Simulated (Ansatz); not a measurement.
Reaction (formal hydrolysis of the Si–B bond): `[SiH3]BCl` + H₂O → `O[SiH3]` + `BCl`

Program: Ansatz. Geometries: PBE0-D4/def2-TZVP. ΔE: electronic, gas phase. CCSD(T)/CBS is the MP2 limit (def2-TZVPP, def2-QZVPP) plus CCSD(T) − MP2 in def2-TZVPP, frozen cores. This one scheme is used for every species. Functionals use def2-TZVPP. B3LYP here is the variant with VWN-RPA as its local correlation; programs differ in this.

`[SiH3]BCl`:

```xyz
7

Si   -0.711   -0.248    0.429
B     0.870    0.364   -0.662
Cl    2.498    0.210   -0.072
H    -1.611    0.916    0.668
H    -0.322   -0.837    1.736
H    -1.479   -1.258   -0.353
H     0.754    0.853   -1.746
```

H₂O:

Cartesian coordinates in Å:
```
O 0.126 0.196 0.312
H 0.516 -0.588 -0.082
H -0.642 0.391 -0.230
```

`O[SiH3]`:

Z-matrix (Å, degrees):
```
Si
O 1 1.648
H 1 1.489 2 111.7
H 1 1.489 2 111.7 3 120.9
H 1 1.481 2 105.9 3 -119.6
H 2 0.957 1 117.9 3 -60.5
```

`BCl`:

```xyz
4

B     0.044   -0.145   -0.019
Cl   -0.450    1.502    0.198
H    -0.194   -0.669   -1.061
H     0.601   -0.687    0.882
```

```json
{"level": "LDA (SPW92)", "ΔE (kJ/mol)": "-83.6", "difference from CCSD(T)/CBS": "16.6"}
{"level": "PBE-D4", "ΔE (kJ/mol)": "-82.4", "difference from CCSD(T)/CBS": "17.8"}
{"level": "revPBE-D4", "ΔE (kJ/mol)": "-82.1", "difference from CCSD(T)/CBS": "18.1"}
{"level": "BLYP-D4", "ΔE (kJ/mol)": "-98.1", "difference from CCSD(T)/CBS": "2.1"}
{"level": "r2SCAN-D4", "ΔE (kJ/mol)": "-99.4", "difference from CCSD(T)/CBS": "0.8"}
{"level": "B3LYP-D4", "ΔE (kJ/mol)": "-102.8", "difference from CCSD(T)/CBS": "-2.6"}
{"level": "r2SCAN0-D4", "ΔE (kJ/mol)": "-101.9", "difference from CCSD(T)/CBS": "-1.7"}
{"level": "BHLYP-D4", "ΔE (kJ/mol)": "-111.7", "difference from CCSD(T)/CBS": "-11.5"}
{"level": "CAM-B3LYP-D4", "ΔE (kJ/mol)": "-109.3", "difference from CCSD(T)/CBS": "-9.1"}
{"level": "ωB97X-V", "ΔE (kJ/mol)": "-102.8", "difference from CCSD(T)/CBS": "-2.6"}
{"level": "ωB97M-V", "ΔE (kJ/mol)": "-105.8", "difference from CCSD(T)/CBS": "-5.6"}
{"level": "revPBE", "ΔE (kJ/mol)": "-85.2", "difference from CCSD(T)/CBS": "15.0"}
{"level": "BLYP", "ΔE (kJ/mol)": "-103.2", "difference from CCSD(T)/CBS": "-3.0"}
{"level": "r2SCAN", "ΔE (kJ/mol)": "-100.1", "difference from CCSD(T)/CBS": "0.1"}
{"level": "B3LYP", "ΔE (kJ/mol)": "-107.3", "difference from CCSD(T)/CBS": "-7.1"}
{"level": "r2SCANh", "ΔE (kJ/mol)": "-101.2", "difference from CCSD(T)/CBS": "-1.0"}
{"level": "BHLYP", "ΔE (kJ/mol)": "-116.4", "difference from CCSD(T)/CBS": "-16.2"}
{"level": "CAM-B3LYP", "ΔE (kJ/mol)": "-112.0", "difference from CCSD(T)/CBS": "-11.8"}
{"level": "LC-ωPBE", "ΔE (kJ/mol)": "-98.8", "difference from CCSD(T)/CBS": "1.4"}
{"level": "HF/def2-SVP", "ΔE (kJ/mol)": "-116.9", "difference from CCSD(T)/CBS": "-16.7"}
{"level": "MP2/def2-SVP", "ΔE (kJ/mol)": "-104.4", "difference from CCSD(T)/CBS": "-4.2"}
{"level": "CCSD/def2-SVP", "ΔE (kJ/mol)": "-98.1", "difference from CCSD(T)/CBS": "2.1"}
{"level": "HF/def2-TZVPP", "ΔE (kJ/mol)": "-128.3", "difference from CCSD(T)/CBS": "-28.1"}
{"level": "MP2/def2-TZVPP", "ΔE (kJ/mol)": "-110.3", "difference from CCSD(T)/CBS": "-10.1"}
{"level": "SCS-MP2/def2-TZVPP", "ΔE (kJ/mol)": "-114.3", "difference from CCSD(T)/CBS": "-14.1"}
{"level": "CCSD(T)/def2-TZVPP", "ΔE (kJ/mol)": "-102.4", "difference from CCSD(T)/CBS": "-2.2"}
{"level": "MP2/def2-QZVPP", "ΔE (kJ/mol)": "-109.4", "difference from CCSD(T)/CBS": "-9.2"}
{"level": "SCS-MP2/def2-QZVPP", "ΔE (kJ/mol)": "-113.4", "difference from CCSD(T)/CBS": "-13.2"}
{"level": "HF/CBS(def2)", "ΔE (kJ/mol)": "-129.6", "difference from CCSD(T)/CBS": "-29.4"}
{"level": "MP2/CBS(def2)", "ΔE (kJ/mol)": "-108.1", "difference from CCSD(T)/CBS": "-7.9"}
{"level": "HF/cc-pV(D+d)Z", "ΔE (kJ/mol)": "-113.3", "difference from CCSD(T)/CBS": "-13.1"}
{"level": "MP2/cc-pV(D+d)Z", "ΔE (kJ/mol)": "-102.5", "difference from CCSD(T)/CBS": "-2.3"}
{"level": "CCSD/cc-pV(D+d)Z", "ΔE (kJ/mol)": "-95.4", "difference from CCSD(T)/CBS": "4.8"}
{"level": "MP2/cc-pV(T+d)Z", "ΔE (kJ/mol)": "-114.5", "difference from CCSD(T)/CBS": "-14.3"}
{"level": "CCSD/cc-pV(T+d)Z", "ΔE (kJ/mol)": "-108.8", "difference from CCSD(T)/CBS": "-8.6"}
{"level": "CCSD(T)/cc-pV(Q+d)Z", "ΔE (kJ/mol)": "-105.1", "difference from CCSD(T)/CBS": "-4.9"}
{"level": "HF/CBS(cc)", "ΔE (kJ/mol)": "-131.0", "difference from CCSD(T)/CBS": "-30.8"}
{"level": "MP2/CBS(cc)", "ΔE (kJ/mol)": "-111.4", "difference from CCSD(T)/CBS": "-11.2"}
{"level": "CCSD/CBS(cc)", "ΔE (kJ/mol)": "-108.1", "difference from CCSD(T)/CBS": "-7.9"}
{"level": "CCSD(T)/CBS(cc)", "ΔE (kJ/mol)": "-104.5", "difference from CCSD(T)/CBS": "-4.3"}
{"level": "CCSD(T)/CBS", "ΔE (kJ/mol)": "-100.2", "difference from CCSD(T)/CBS": "0"}
```

Largest T1 diagnostic among the species: 0.014.

From PBE to PBE0 (25 % exact exchange), in def2-TZVPP and without D4, ΔE moves by −6.5 kJ/mol. The D4 term adds +4.4 kJ/mol with B3LYP and +2.5 kJ/mol with PBE0; it sums over pairs of atoms, weighted by their polarisabilities, and B3LYP, whose exchange is more repulsive, gets the larger term. Leaving LDA and LC-ωPBE aside and taking each functional with its dispersion term where it has one, the values spread over 29.6 kJ/mol, from BHLYP-D4 to revPBE-D4.
